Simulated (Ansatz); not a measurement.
**Molecular dynamics of C3H4N2O**

input.yaml

```yaml
crystal:
  periodic: [false, false, false]
  atoms:
    - { symbol: "N", position_ang: [-0.6344, -1.637919, -0.597383] }
    - { symbol: C, position_ang: [-0.19069, -0.440246, -0.155322] }
    - { symbol: "N", position_ang: [-0.716691, 0.351054, 0.737359] }
    - { symbol: C, position_ang: [0.092223, 1.565904, 0.833079] }
    - { symbol: C, position_ang: [1.068541, 1.337431, -0.069851] }
    - { symbol: O, position_ang: [0.891082, 0.083347, -0.684787] }
    - { symbol: H, position_ang: [0.022204, -2.22156, -1.097754] }
    - { symbol: H, position_ang: [-1.318609, -2.111059, -0.024097] }
    - { symbol: H, position_ang: [-1.069828, 1.13884, 1.482058] }
    - { symbol: H, position_ang: [1.939168, 1.882909, -0.420403] }
basis:
  gaussian: { orbitals: def2-SVP }
hamiltonian:
  xc: pbe0
md:
  timestep: 0.5
  n_steps: 200
  ensemble: nve
  temperature: 100.0
  initial_velocities: maxwell_boltzmann
  seed: 9721
```

Run as:

```bash
$ ansatz run input.yaml --threads 2 --pin off --max-ram 3072MiB --backend cpu --events-out ev --progress --plain --runs-dir out
```

It starts at the highest image of a converged band. Of that band: Neighbouring images differ by up to 1.7 eV, so the band resolves the path poorly. A vibrational analysis at the climbing image gives 2 clearly imaginary modes (1673i, 316i cm⁻¹): a point of higher order, so a lower path passes nearby.

Output, in part (one step line in 7, the closing report, with atoms numbered from 0):

```
md step     0: t =     0.00 fs  T =   100.0 K  F+E_penalty+E_count = -8183.58438472 eV  E_kin = 0.103408 eV  conserved = -8183.48097673 eV  (28 SCF iters)
md step     7: t =     3.50 fs  T =    76.4 K  F+E_penalty+E_count = -8183.55982099 eV  E_kin = 0.079019 eV  conserved = -8183.48080246 eV  (26 SCF iters)
md step    14: t =     7.00 fs  T =    67.9 K  F+E_penalty+E_count = -8183.55071607 eV  E_kin = 0.070240 eV  conserved = -8183.48047563 eV  (33 SCF iters)
md step    21: t =    10.50 fs  T =   246.7 K  F+E_penalty+E_count = -8183.73500581 eV  E_kin = 0.255077 eV  conserved = -8183.47992906 eV  (33 SCF iters)
md step    28: t =    14.00 fs  T =   996.8 K  F+E_penalty+E_count = -8184.51225600 eV  E_kin = 1.030780 eV  conserved = -8183.48147611 eV  (32 SCF iters)
md step    35: t =    17.50 fs  T =  1496.8 K  F+E_penalty+E_count = -8185.03246247 eV  E_kin = 1.547812 eV  conserved = -8183.48465080 eV  (32 SCF iters)
md step    42: t =    21.00 fs  T =   835.7 K  F+E_penalty+E_count = -8184.34624176 eV  E_kin = 0.864136 eV  conserved = -8183.48210528 eV  (34 SCF iters)
md step    49: t =    24.50 fs  T =   277.1 K  F+E_penalty+E_count = -8183.76457396 eV  E_kin = 0.286511 eV  conserved = -8183.47806267 eV  (33 SCF iters)
md step    56: t =    28.00 fs  T =  1083.9 K  F+E_penalty+E_count = -8184.60664551 eV  E_kin = 1.120833 eV  conserved = -8183.48581204 eV  (28 SCF iters)
md step    63: t =    31.50 fs  T =   995.6 K  F+E_penalty+E_count = -8184.51110259 eV  E_kin = 1.029484 eV  conserved = -8183.48161905 eV  (32 SCF iters)
md step    70: t =    35.00 fs  T =   834.9 K  F+E_penalty+E_count = -8184.34521265 eV  E_kin = 0.863310 eV  conserved = -8183.48190275 eV  (32 SCF iters)
md step    77: t =    38.50 fs  T =   522.8 K  F+E_penalty+E_count = -8184.02258358 eV  E_kin = 0.540642 eV  conserved = -8183.48194131 eV  (33 SCF iters)
md step    84: t =    42.00 fs  T =   745.5 K  F+E_penalty+E_count = -8184.25246800 eV  E_kin = 0.770895 eV  conserved = -8183.48157257 eV  (34 SCF iters)
md step    91: t =    45.50 fs  T =  1206.4 K  F+E_penalty+E_count = -8184.73034113 eV  E_kin = 1.247550 eV  conserved = -8183.48279115 eV  (33 SCF iters)
md step    98: t =    49.00 fs  T =   704.2 K  F+E_penalty+E_count = -8184.20862924 eV  E_kin = 0.728179 eV  conserved = -8183.48045044 eV  (34 SCF iters)
md step   105: t =    52.50 fs  T =   808.4 K  F+E_penalty+E_count = -8184.32112902 eV  E_kin = 0.835902 eV  conserved = -8183.48522656 eV  (33 SCF iters)
md step   112: t =    56.00 fs  T =  1175.2 K  F+E_penalty+E_count = -8184.70334998 eV  E_kin = 1.215253 eV  conserved = -8183.48809650 eV  (28 SCF iters)
md step   119: t =    59.50 fs  T =   886.7 K  F+E_penalty+E_count = -8184.39704514 eV  E_kin = 0.916952 eV  conserved = -8183.48009353 eV  (33 SCF iters)
md step   126: t =    63.00 fs  T =   912.0 K  F+E_penalty+E_count = -8184.43368134 eV  E_kin = 0.943065 eV  conserved = -8183.49061645 eV  (33 SCF iters)
md step   133: t =    66.50 fs  T =   596.2 K  F+E_penalty+E_count = -8184.10495600 eV  E_kin = 0.616481 eV  conserved = -8183.48847472 eV  (33 SCF iters)
md step   140: t =    70.00 fs  T =   569.2 K  F+E_penalty+E_count = -8184.06815870 eV  E_kin = 0.588593 eV  conserved = -8183.47956605 eV  (34 SCF iters)
md step   147: t =    73.50 fs  T =  1159.1 K  F+E_penalty+E_count = -8184.67741678 eV  E_kin = 1.198558 eV  conserved = -8183.47885918 eV  (30 SCF iters)
md step   154: t =    77.00 fs  T =   943.3 K  F+E_penalty+E_count = -8184.45745606 eV  E_kin = 0.975433 eV  conserved = -8183.48202308 eV  (32 SCF iters)
md step   161: t =    80.50 fs  T =   661.4 K  F+E_penalty+E_count = -8184.16570782 eV  E_kin = 0.683896 eV  conserved = -8183.48181164 eV  (34 SCF iters)
md step   168: t =    84.00 fs  T =  1085.9 K  F+E_penalty+E_count = -8184.60563193 eV  E_kin = 1.122920 eV  conserved = -8183.48271213 eV  (32 SCF iters)
md step   175: t =    87.50 fs  T =   817.5 K  F+E_penalty+E_count = -8184.32529479 eV  E_kin = 0.845403 eV  conserved = -8183.47989219 eV  (34 SCF iters)
md step   182: t =    91.00 fs  T =   993.7 K  F+E_penalty+E_count = -8184.51960696 eV  E_kin = 1.027532 eV  conserved = -8183.49207488 eV  (33 SCF iters)
md step   189: t =    94.50 fs  T =   987.2 K  F+E_penalty+E_count = -8184.51592286 eV  E_kin = 1.020866 eV  conserved = -8183.49505642 eV  (32 SCF iters)
md step   196: t =    98.00 fs  T =   638.8 K  F+E_penalty+E_count = -8184.13956264 eV  E_kin = 0.660541 eV  conserved = -8183.47902144 eV  (33 SCF iters)
md step   200: t =   100.00 fs  T =  1153.0 K  F+E_penalty+E_count = -8184.67879451 eV  E_kin = 1.192243 eV  conserved = -8183.48655157 eV  (28 SCF iters)
Total energy: -8184.67881606 eV, -300.7813987155 hartree
Atom 0 at    -0.633277    -1.651692    -0.588153 Å, force     0.140825    -0.393604    -0.131233 eV/Å
Atom 1 at    -0.166710    -0.462116    -0.149109 Å, force    -1.240522     0.674914     0.001959 eV/Å
Atom 2 at    -0.724801     0.395803     0.716665 Å, force    -0.141653     0.336995     2.039757 eV/Å
Atom 3 at     0.132499     1.730637     0.873140 Å, force     0.028691    -3.532451    -1.339718 eV/Å
Atom 4 at     1.086692     1.283975    -0.022517 Å, force    -0.252168     1.707981     0.015945 eV/Å
Atom 5 at     0.863104     0.058714    -0.739429 Å, force     0.193459     0.442632     1.270599 eV/Å
Atom 6 at    -0.136384    -2.219717    -1.280688 Å, force     0.021376     0.631218     0.462194 eV/Å
Atom 7 at    -1.267570    -2.162530    -0.002901 Å, force    -0.326219    -0.094929     0.176266 eV/Å
Atom 8 at    -1.442568     0.157803     1.498972 Å, force     1.617660     0.375967    -2.334167 eV/Å
Atom 9 at     1.978663     1.808775    -0.364399 Å, force    -0.041448    -0.148722    -0.161602 eV/Å
Dipole moment:    -0.394374    -1.415974    -0.267871 e Å
```

All steps were run. The conserved energy stayed within 1.4 meV per atom of its start (net change -0.56 meV per atom), so the integration is sound. The system heated up, since it started high on the potential surface and ran downhill. A run of 0.1 ps of so small a system gives no equilibrium averages. The orbitals stay closed-shell, which can raise the energy where a bond breaks towards radicals; this wasn't checked here.

The step under study would form N3–H9 and break C4–H9. These pairs go: N3–H9 1.14 → 1.09 Å, C4–H9 1.40 → 2.31 Å. In the last frame they stand as after the step (other bonds may differ from the relaxed reactants and products). It ends as one piece, C3H4N2O. Pairs count as bonded within 1.25 times the sum of covalent radii (0.12 Å more for H–H).

Last frame:

```xyz
10
Properties=species:S:1:pos:R:3
N -0.633 -1.652 -0.588
C -0.167 -0.462 -0.149
N -0.725 0.396 0.717
C 0.133 1.731 0.873
C 1.087 1.284 -0.022
O 0.863 0.059 -0.739
H -0.136 -2.220 -1.281
H -1.268 -2.163 -0.003
H -1.443 0.158 1.499
H 1.979 1.809 -0.364
```

Time of the run: 6.9 min on 2 threads of Arm Neoverse V2, on a shared host, peak memory 0.22 GiB.
